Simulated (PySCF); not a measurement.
Input of a run (PBE0-D3(BJ)/def2-SVP geometry optimisation, gas phase (PySCF 2.14.0)), started from GFN2-xTB:
```
{"job": {"xc": "PBE0", "basis": "def2-SVP", "d3": "d3bj", "grid": 1, "kind": "geom"}, "charge": 0, "multiplicity": 1}
P      1.223131    -0.173694    -0.524601
P     -0.466352     1.202035    -0.363094
P     -0.816944    -0.951945    -0.463513
P      0.070399    -0.071624     1.328354
```

Output (energies in Eh, forces in Eh/bohr):
```
step   0  E = -1364.53332956  max force = 0.009345
step   1  E = -1364.53368545  max force = 0.000891
step   2  E = -1364.53369070  max force = 0.000347
step   3  E = -1364.53369897  max force = 0.001234
step   4  E = -1364.53369998  max force = 0.002904
step   5  E = -1364.53370895  max force = 0.003331
step   6  E = -1364.53372698  max force = 0.002561
step   7  E = -1364.53374348  max force = 0.001465
step   8  E = -1364.53374893  max force = 0.000119
optimisation converged
```

Task: Summarise the run.

Result: The energy falls by 0.011 eV over 9 energy and gradient evaluations, the largest force component goes from 0.0093 to 1.2e-04 Eh/bohr, and the atoms move by 0.010 Å rms after alignment. Among the bonds, P2–P3, P3–P4, P1–P3 and P2–P4 change most and about equally (+0.016 to +0.017 Å). Bonds longer at the end by more than 0.005 Å: 6 of 6; shorter: 0. The energy never rose by more than 1e-6 Eh on the way. The first step brought 85 % of the lowering.

Task: What are the final bond lengths?

Result: P1–P2 2.200 Å, P2–P3 2.201 Å, P3–P4 2.201 Å, P1–P3 2.200 Å, P1–P4 2.200 Å, P2–P4 2.200 Å. Numbering counts from 1 in the input's order; the species is `p12p3p1p32`.

The run used 72 basis functions and 47 SCF cycles in all. The run took 16 s of wall time on one thread of an Arm Neoverse V1, shared host with 32 logical CPUs at a one-minute load of 8.9, and the process peaked at 0.33 GiB of memory.

PBE0-D3(BJ)/def2-SVP frequencies: not computed here.
